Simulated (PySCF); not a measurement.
# Stretching AlF⁺

Set-up: Al pcseg-1, F pcseg-1; no relativity (PySCF 2.14). Energies in eV from Al⁺ + F in their ground configurations at the same level. State: ²Σ⁺ (doublet), unpaired electrons σ ↑.

| R (Å) | UHF-SCS-MP2 | PBE | UHF-CCSD | UHF-CCSD(T) |
| --- | --- | --- | --- | --- |
| 1.408 | -1.594 | -1.868 |  |  |
| 1.473 | -2.359 | -2.637 | -2.015 | -2.064 |
| 1.539 | -2.781 | -3.076 | -2.430 | -2.485 |
| 1.588 | -2.931 | -3.245 | -2.575 | -2.635 |
| 1.637 | -2.973 | -3.311 | -2.613 | -2.679 |
| 1.686 | -2.932 | -3.297 | -2.569 | -2.640 |
| 1.752 | -2.780 | -3.188 | -2.413 | -2.492 |
| 1.833 | -2.481 | -2.954 | -2.115 | -2.204 |
| 1.932 | -2.019 | -2.593 | -1.673 | -1.772 |
| 2.063 | -1.087 | -2.071 |  |  |

Task: Put a parabola through the three lowest points of the UHF-SCS-MP2 curve and estimate Re, k and ωe (reduced mass 11.15 u; 1 eV/Å² = 0.16022 mdyn/Å; ωe = 1302.8·√(k/μ) cm⁻¹).

Result: Through R = 1.588, 1.637, 1.686 Å the second-order coefficient is 17.3 eV/Å², so Re ≈ 1.637 Å, k ≈ 5.54 mdyn/Å and ωe ≈ 918 cm⁻¹. A polynomial fit of higher order to the unrounded UHF-SCS-MP2 energies gives Re = 1.635 Å, k = 5.57 mdyn/Å, ωe = 921 cm⁻¹; anharmonicity and rounding make the difference.

The higher-order fit for each curve: UHF-SCS-MP2: Re = 1.635 Å, ωe = 921 cm⁻¹, De = 2.97 eV; PBE: Re = 1.652 Å, ωe = 859 cm⁻¹, De = 3.31 eV; UHF-CCSD: Re = 1.633 Å, ωe = 923 cm⁻¹, De = 2.61 eV; UHF-CCSD(T): Re = 1.636 Å, ωe = 914 cm⁻¹, De = 2.68 eV.

Correlated steps freeze 6 core orbitals. Correlated levels converge slowly with the basis: in double zeta they bind strong bonds too weakly, by up to about 1 eV, and carry superposition errors of some tenths. For an ion De counts to the pair picked by the measured ionisation energies or electron affinities, which need not be the lowest pair at this level. The state was picked by a PBE0 search and need not be the measured ground state.
